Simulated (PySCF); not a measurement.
Gas-phase reaction: SiH₂ + H₂ ⇌ SiH₄

Computed with PySCF (xtb for GFN2) and rigid-rotor harmonic-oscillator thermochemistry at 1 bar. The comparison is the NASA 1993 polynomial table, which mixes measured and estimated data. † marks an energy on the PBE0/def2-TZVP geometry and frequencies; other levels use their own. All species are closed-shell singlets. For this reaction the table lies outside the span of B3LYP, CCSD(T), M06-2X, MP2, PBE0, r2SCAN, ωB97M-V, ωB97X-V in their largest bases here; which side is off was not settled. The harmonic model lacks anharmonicity and excited electronic states, which grow with temperature; levels with a mode under 35 cm⁻¹ are left out. The table's entry may be an old estimate for SiH₂ (not checked at source).

| level | ΔH°(298 K), kJ | minus table | ΔG°(1000 K), kJ |
|---|---|---|---|
| table | -211.0 | - | -69.7 |
| GFN2-xTB | -274.3 | -63.3 | -138.4 |
| HF/def2-TZVP† | -244.8 | -33.8 | -106.0 |
| PBE/def2-TZVP† | -238.8 | -27.8 | -100.0 |
| PBE0/def2-SVP† | -256.1 | -45.1 | -117.3 |
| LDA/def2-TZVP† | -268.3 | -57.3 | -129.5 |
